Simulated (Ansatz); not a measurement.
`c1cocn1`, relaxed with RKS PBE-D4/def2-SVP in the Gaussian-basis code of Ansatz from a rough embedded geometry. The force threshold is 0.03 eV/Å; the program also tests the step.

Charge 0, multiplicity 1.

Start:

```xyz
8

C     0.184   -0.844    0.487
C    -0.890   -0.427   -0.142
O    -0.614    0.830   -0.621
C     0.570    1.036   -0.252
N     1.218    0.093    0.405
H     0.414   -1.840    0.977
H    -1.902   -0.845   -0.331
H     1.020    1.998   -0.523
```

| step | energy (eV) | largest force (eV/Å) | largest move (Å) |
| --- | --- | --- | --- |
| 1 | -6683.1593 | 5.942 | 0.000 |
| 2 | -6683.4890 | 2.665 | 0.052 |
| 3 | -6683.5561 | 0.851 | 0.069 |
| 4 | -6683.5770 | 0.727 | 0.045 |
| 5 | -6683.5867 | 0.092 | 0.015 |
| 6 | -6683.5868 | 0.105 | 0.005 |
| 7 | -6683.5872 | 0.012 | 0.003 |

End:

```xyz
8

C     0.221   -0.885    0.486
C    -0.913   -0.441   -0.143
O    -0.660    0.817   -0.620
C     0.627    1.066   -0.249
N     1.199    0.097    0.407
H     0.396   -1.845    0.988
H    -1.911   -0.848   -0.333
H     1.042    2.040   -0.537
```

Hardware: 2 threads of a server CPU on a shared host. Wall time 11 s, peak host memory 0.15 GiB.
